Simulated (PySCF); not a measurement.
# Computed properties of ethylamine (C2H7N), SMILES CCN

ethylamine (C₂H₇N), SMILES NCC. Geometry optimised at B3LYP-D3(BJ)/def2-TZVP. One conformer was computed; it need not be the lowest. All values are computed for the isolated molecule unless a solvent is named; none is compared with measurement here.

**Structure.** All 24 harmonic modes at B3LYP-D3(BJ)/def2-TZVP (PySCF) are real, so it is a minimum. With heavy atoms numbered as in [CH3:1][CH2:2][NH2:3], the shortest bond between them is C2–N3 at 1.465 Å and the longest C1–C2 at 1.521 Å.

**Vibrations.** The strongest infrared lines (harmonic, unscaled, degenerate partners summed) lie at 847 cm⁻¹ (92 km/mol, H 76 %, N 18 %), 2943 cm⁻¹ (91 km/mol, H 93 %), 804 cm⁻¹ (53 km/mol, H 90 %). The softest mode is at 237 cm⁻¹ and the zero-point energy is 58.0 kcal/mol.

**Electronic structure.** M06-2X/def2-TZVPD (PySCF) places the frontier levels at -8.33 and 0.55 eV, a gap of 8.88 eV, and gives a dipole moment of 1.28 D and a mean polarisability of 37.2 bohr³. PBE/def2-TZVPD (PySCF) at the same geometry gives -5.38 and -0.26 eV, so its gap is 3.76 eV narrower. An orbital gap is neither the optical nor the fundamental gap.

**Excitations.** TDA-B3LYP/def2-SVPD (PySCF) has S1 at 6.03 eV (206 nm, f = 0.012, weak); the most intense of the 10 singlets computed lies at 7.83 eV (f = 0.07). T1 (TDA) is at 5.77 eV, 0.26 eV under S1. TDA-PBE/def2-SVPD (PySCF) puts S1 at 5.52 eV. No vertical singlet excitation falls in the visible range (under 3.1 eV).

**NMR.** GIAO shifts at B3LYP/pcSseg-1 (PySCF) (non-relativistic, atoms alike by connectivity averaged): ¹³C from 20.2 to 43.3 ppm against TMS; ¹H from 0.3 to 2.8 ppm against TMS.
